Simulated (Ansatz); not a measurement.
The input, for Ansatz 0.2.0:

```yaml
crystal:
  periodic: [false, false, false]
  atoms:
    - {symbol: B, position_ang: [0.000000, 0.000000, -2.964157]}
    - {symbol: C, position_ang: [0.000000, 0.000000, 0.221744]}
    - {symbol: H, position_ang: [0.000000, 0.000000, 2.742412]}
basis:
  gaussian: {orbitals: 6-31G}
magnetization: {spin_polarized: false, initial_magnetization: 2}
correlation: {method: fic_mrcisd_q_relaxed, electrons: outside_noble_gas, active_space: {window: {electrons: 8, orbitals: 9}, shells: [{species: B, l: s, shell: 2}, {species: B, l: p, shell: 2}, {species: C, l: s, shell: 2}, {species: C, l: p, shell: 2}, {species: H, l: s, shell: 1}]}}
```

```sh
$ ansatz run in.yaml --threads 1 --pin off --events-out ev --progress --plain --max-ram 2393MiB
```

Log:

```
440 factors; integrals over basis functions are off by at most 1.4e-7 eV
mean field evaluation 1: about -1699.9643 eV, gradient 1.3e1 eV
mean field evaluation 2: about -1699.9643 eV, gradient 1.3e1 eV
mean field evaluation 4: about -1701.4658 eV, gradient 8.7e0 eV
mean field evaluation 8: about -1701.4657 eV, gradient 8.7e0 eV
mean field evaluation 16: about -1702.1728 eV, gradient 2.1e-6 eV
mean field evaluation 32: about -1703.0513 eV, gradient 5.8e-3 eV
mean field evaluation 64: about -1703.1471 eV, gradient 1.0e-4 eV
mean field evaluation 96: about -1703.5783 eV, gradient 1.6e-4 eV
mean field evaluation 128: about -1701.5535 eV, gradient 1.1e-3 eV
mean field evaluation 160: about -1703.5785 eV, gradient 2.5e-2 eV
...
mean field -1703.68120512 eV, -62.6091294917 hartree, gradient 6.8e-6 eV, S^2 2.000000; 33 other end points of the search recorded, 0 dependent functions left out
reference -1703.68120512 eV, -62.6091294917 hartree; 7, 5 occupied and 13, 15 virtual orbitals, 440 factors
state -1707.69695402 eV, -62.7567055417 hartree
...
contracted CI cycle  11: correlation -0.90752768 eV, -0.0333510270 hartree, residual 3.96e-2 eV
contracted CI cycle  12: correlation -0.90758398 eV, -0.0333530961 hartree, residual 3.03e-2 eV
contracted CI cycle  13: correlation -0.90761994 eV, -0.0333544175 hartree, residual 2.09e-2 eV
contracted CI cycle  14: correlation -0.90763510 eV, -0.0333549746 hartree, residual 1.55e-2 eV
contracted CI cycle  15: correlation -0.90764398 eV, -0.0333553012 hartree, residual 1.20e-2 eV
contracted CI cycle  16: correlation -0.90764928 eV, -0.0333554957 hartree, residual 9.33e-3 eV
contracted CI cycle  17: correlation -0.90765218 eV, -0.0333556024 hartree, residual 6.24e-3 eV
contracted CI cycle  18: correlation -0.90765315 eV, -0.0333556381 hartree, residual 3.33e-3 eV
contracted CI cycle  19: correlation -0.90765339 eV, -0.0333556468 hartree, residual 1.66e-3 eV
contracted CI cycle  20: correlation -0.90765345 eV, -0.0333556492 hartree, residual 9.12e-4 eV
state -1707.69695402 eV, -62.7567055417 hartree; corrected -1708.62479801 eV, -62.7908031792 hartree
Total energy: -1708.62479801 eV, -62.7908031792 hartree
Checks for a lower state left out: starts, orbital_swaps
```

Natural occupations: 1.9529 1.8908 1.2232 0.7540 0.7540 0.5693 0.2973 0.2973 0.2610.

For the same geometry and basis full CI lies 5.5 meV higher.

Ran on 1 thread of Arm Neoverse V2, shared host: 7 s wall, 0.32 GiB peak host memory.
